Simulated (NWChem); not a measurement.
System: nitrogen trifluoride (NF₃); SMILES N(F)(F)F

Input file for NWChem:

```
start job
memory heap 200 mb stack 900 mb global 1100 mb
geometry units angstroms noautosym nocenter noautoz
  F      0.877004     0.877004    -0.127247
  N      0.000000     0.000000     0.483685
  F     -1.198009     0.321006    -0.127247
  F      0.321006    -1.198009    -0.127247
end
basis spherical
  F library def2-tzvp
  N library def2-tzvp
end
dft
  xc pbe0
  iterations 150
end
tddft
  cis
  ecut -13.0
  nroots 6
  notriplet
end
task tddft energy
```

Output (shortened):

```
             Northwest Computational Chemistry Package (NWChem) 7.3.0
             --------------------------------------------------------

                             Geometry "geometry" -> ""
                             -------------------------

 Output coordinates in angstroms (scale by  1.889725989 to convert to a.u.)

  No.       Tag          Charge          X              Y              Z
 ---- ---------------- ---------- -------------- -------------- --------------
    1 F                    9.0000     0.87700400     0.87700400    -0.12724700
    2 N                    7.0000     0.00000000     0.00000000     0.48368500
    3 F                    9.0000    -1.19800900     0.32100600    -0.12724700
    4 F                    9.0000     0.32100600    -1.19800900    -0.12724700

 Effective nuclear repulsion energy (a.u.)     132.1985133130

                                 NWChem DFT Module
                                 -----------------

 Summary of "ao basis" -> "ao basis" (spherical)
 ------------------------------------------------------------------------------
       Tag                 Description            Shells   Functions and Types
 ---------------- ------------------------------  ------  ---------------------
 F                         def2-tzvp                11       31   5s3p2d1f
 N                         def2-tzvp                11       31   5s3p2d1f

            General Information
            -------------------
          SCF calculation type: DFT
          Wavefunction type:  closed shell.
          No. of atoms     :     4
          No. of electrons :    34
           Alpha electrons :    17
            Beta electrons :    17
          Charge           :     0
          Spin multiplicity:     1
          Use of symmetry is: off; symmetry adaption is: off
          Maximum number of iterations: 150
          AO basis - number of functions:   124
                     number of shells:    44
          Convergence on energy requested:  1.00D-06
          Convergence on density requested:  1.00D-05
          Convergence on gradient requested:  5.00D-04

              XC Information
              --------------
                         PBE0 Method XC Functional
                     Hartree-Fock (Exact) Exchange  0.250
          PerdewBurkeErnzerhof Exchange Functional  0.750
            Perdew 1991 LDA Correlation Functional  1.000 local
           PerdewBurkeErnz. Correlation Functional  1.000 non-local

[...]

                                NWChem TDDFT Module
                                -------------------

            General Information
            -------------------
           No. of orbitals :     248
            Alpha orbitals :     124
             Beta orbitals :     124
        Alpha frozen cores :       0
         Beta frozen cores :       0
     Alpha frozen virtuals :       0
      Beta frozen virtuals :       0
         Spin multiplicity :       1
    Number of AO functions :     124
        Use of symmetry is : off
      Symmetry adaption is : off
         Schwarz screening :  0.10D-07

              XC Information
              --------------
                  PBE0 Method XC Functional
              Hartree-Fock (Exact) Exchange   0.25
   PerdewBurkeErnzerhof Exchange Functional   0.75
     Perdew 1991 LDA Correlation Functional   1.00 local
    PerdewBurkeErnz. Correlation Functional   1.00 non-local

             TDDFT Information
             -----------------
          Calculation type : Tamm-Dancoff TDDFT
         Wavefunction type : Restricted singlets
          No. of electrons :      34
           Alpha electrons :      17
            Beta electrons :      17
              No. of roots :       6
          Max subspacesize :    5200
            Max iterations :     100
               Target root :       1
           Target symmetry : none
             Energy Cutoff :-0.13D+02
      Symmetry restriction : off
                 Algorithm : Optimal
        Davidson threshold :  0.10D-03

    6 smallest eigenvalue differences (eV)
--------------------------------------------------------
  No. Spin  Occ  Vir  Irrep   E(Occ)    E(Vir)   E(Diff)
--------------------------------------------------------
    1    1    4   18 a       -14.689     0.012   400.025
    2    1    4   19 a       -14.689     0.012   400.025
    3    1    4   20 a       -14.689     0.012   400.032
    4    1    4   21 a       -14.689     0.224   405.789
    5    1    4   22 a       -14.689     0.314   408.236
    6    1    4   23 a       -14.689     0.314   408.244
--------------------------------------------------------

  Entering Davidson iterations
  Restricted singlet excited states

  Iter   NTrls   NConv    DeltaV     DeltaE      Time
  ----  ------  ------  ---------  ---------  ---------
    1      6       0     0.17E+00   0.10+100       13.0
    2     12       0     0.11E-01   0.54E-02       13.0
    3     18       0     0.95E-03   0.18E-04       13.2
    4     24       6     0.27E-04   0.27E-07       12.7
  ----  ------  ------  ---------  ---------  ---------
  Convergence criterion met

  Ground state a        -353.904345715623 a.u.

  ----------------------------------------------------------------------------
  Root   1 singlet a             14.529729541 a.u.              395.3742 eV
  ----------------------------------------------------------------------------
     Transition Moments    X  0.06665   Y  0.06874   Z -0.00000
     Dipole Oscillator Strength                    0.0888070098
     Electric Quadrupole                           0.0001301168
     Magnetic Dipole                               0.0002049799
     Total Oscillator Strength                     0.0891421065

[...]
```

Level: PBE0/def2-TZVP, restricted-window TDA. Coordinates come from a B3LYP/6-31G* (spherical d) optimisation. The quadrupole and magnetic terms of the printed total strengths depend on the origin.
